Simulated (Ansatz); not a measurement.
The input, for Ansatz 0.2.0:

```yaml
crystal:
  periodic: [false, false, false]
  atoms:
    - {symbol: P, position_ang: [0.000000, 0.013505, 0.449926]}
    - {symbol: Li, position_ang: [0.000000, -0.014924, -2.616478]}
    - {symbol: H, position_ang: [0.000000, 1.037634, 3.344068]}
    - {symbol: H, position_ang: [0.000000, -1.349861, 0.847721]}
basis:
  gaussian: {orbitals: def2-mTZVP}
magnetization: {spin_polarized: false, initial_magnetization: 2}
hamiltonian: {pseudopotentials: {relativity: none}}
correlation: {method: fic_nevpt4_sd, electrons: outside_noble_gas, active_space: {window: {electrons: 2, orbitals: 4}, states: [{multiplicity: 3, weights: [1, 0.5]}], root: 0}}
scf: {lower_state_search: off}
```

```sh
$ ansatz run in.yaml --threads 1 --pin off --events-out ev --progress --plain --max-ram 2393MiB
```

Problem. Roughly how long does this take on 1 thread of Arm Neoverse V1, shared host, and how much host memory?

Solution. 1 s wall and 0.15 GiB.

```
these checks for a lower state are left out or cut short: stability, starts, cluster_reference, orbital_swaps, neighbouring_geometries, increment
573 factors; integrals over basis functions are off by at most 2.2e-7 eV
mean field evaluation 1: about -9500.9827 eV, gradient 8.0e0 eV
mean field evaluation 2: about -9501.0053 eV, gradient 8.1e0 eV
mean field evaluation 4: about -9502.4766 eV, gradient 2.6e0 eV
mean field evaluation 8: about -9502.6435 eV, gradient 3.1e-1 eV
mean field evaluation 16: about -9502.6455 eV, gradient 1.2e-6 eV
mean field -9502.64545784 eV, -349.2157794512 hartree, gradient 1.2e-6 eV, S^2 2.000000; 0 other end points of the search recorded, 0 dependent functions left out
reference -9502.64545784 eV, -349.2157794512 hartree; 11, 9 occupied and 25, 27 virtual orbitals, 573 factors
state -9502.52006507 eV, -349.2111713519 hartree
state -9500.03111212 eV, -349.1197040179 hartree
state -9502.52006507 eV, -349.2111713519 hartree; corrected -9505.89349509 eV, -349.3351426187 hartree
state -9500.03111212 eV, -349.1197040179 hartree; corrected -9503.62925052 eV, -349.2519331653 hartree
Total energy: -9505.89349509 eV, -349.3351426187 hartree
Checks for a lower state left out: stability, starts, cluster_reference, orbital_swaps, neighbouring_geometries, increment
```

Natural occupations, averaged over the states: 0.9999 0.6667 0.3333 0.0001.

Before any correction even the lowest state lies above the reference determinant, by 0.13 eV, so the averaged orbitals or the space serve it badly.
